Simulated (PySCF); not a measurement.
**Assignment exercise: C₃H₄N₂O**

Geometry:
```
atom   x (Å)   y (Å)   z (Å)
  C1  -1.402   0.134   0.844
  O2  -0.037  -0.246   0.841
  C3   0.617  -0.057  -0.298
  N4   0.089   0.425  -1.342
  C5   2.009  -0.471  -0.185
  N6   3.124  -0.778  -0.173
  H7  -1.770  -0.072   1.856
  H8  -1.968  -0.446   0.100
  H9  -1.509   1.201   0.601
 H10   0.757   0.490  -2.109
```

- J couplings at B3LYP/pcJ-1 (spin–dipole term only in couplings to heteroatoms)
- PBE0-D3(BJ)/def2-SVP structure
- shieldings: GIAO CAM-B3LYP/pcSseg-2
- code: PySCF 2.14
- non-relativistic Hamiltonian, fast rotation and ring inversion assumed for equivalent nuclei, no solvent model, single conformer

References, each an isolated molecule treated in the same way: TMS for $^{13}$C, $^{1}$H.

(1) Assign these signals to the numbered atoms. $^{13}$C{$^{1}$H} NMR (computed): δ 159.9, 119.6, 56.6.

(2) Assign these signals to the numbered atoms. $^{1}$H NMR (300 MHz, computed): δ 8.72 (br s, 1H), 3.80 (s, 3H).

Answers

(1) 
159.9 → C3, carbon bonded to C, N, O
119.6 → C5, carbon bonded to C, N
56.6 → C1, carbon bonded to O, 3 H

(2) 
| δ (ppm) | atoms | environment | reason |
| --- | --- | --- | --- |
| 8.72 | H10 | hydrogen on a nitrogen bonded to C | – |
| 3.80 | H7/H8/H9 | hydrogen on a carbon bonded to O | – |

The OH or NH signal is concentration- and solvent-dependent in practice; the value given is the gas-phase one. Shifts are as computed, not scaled to solution data. Of 1211 compounds with measured shifts, 218 miss one by over three times the rms of a fit or turn the order of signals round; such compounds aren't used in these exercises.
